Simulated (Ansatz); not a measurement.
Input file:

```yaml
crystal:
  periodic: [false, false, false]
  atoms:
    - {symbol: As, position_ang: [0.000000, -0.029078, 0.000000]}
    - {symbol: H, position_ang: [0.000000, 1.080709, -1.053146]}
    - {symbol: H, position_ang: [0.000000, 1.080706, 1.053149]}
basis:
  gaussian: {orbitals: cc-pVDZ}
total_charge: 1
correlation: {active_space: {ras: {orbitals: [3, 0, 20], electrons: 6, max_holes: 2, max_particles: 2}, fixed_orbitals: true}}
```

```sh
$ ansatz run in.yaml --threads 1 --pin off --events-out ev --progress --plain --max-ram 2393MiB
```

The program prints:

```
417 factors; integrals over basis functions are off by at most 7.1e-4 eV
mean field evaluation 1: about -60816.7319 eV, gradient 6.8e0 eV
mean field evaluation 2: about -60816.7325 eV, gradient 6.8e0 eV
mean field evaluation 4: about -60816.9357 eV, gradient 2.7e-1 eV
mean field evaluation 8: about -60816.9361 eV, gradient 5.4e-7 eV
mean field -60816.93612106 eV, -2234.9811792491 hartree, gradient 9.8e-6 eV, S^2 0.000000; 0 other end points of the search recorded, 0 dependent functions left out
reference -60816.93612106 eV, -2234.9811792491 hartree; 17, 17 occupied and 20, 20 virtual orbitals, 417 factors
state -60819.97738017 eV, -2235.0929434598 hartree
Total energy: -60819.97738017 eV, -2235.0929434598 hartree
```

For the same geometry and basis full CI lies 198.1 meV lower.

Ran on 1 thread of Arm Neoverse V1, shared host: 0.66 s wall, 0.17 GiB peak host memory.
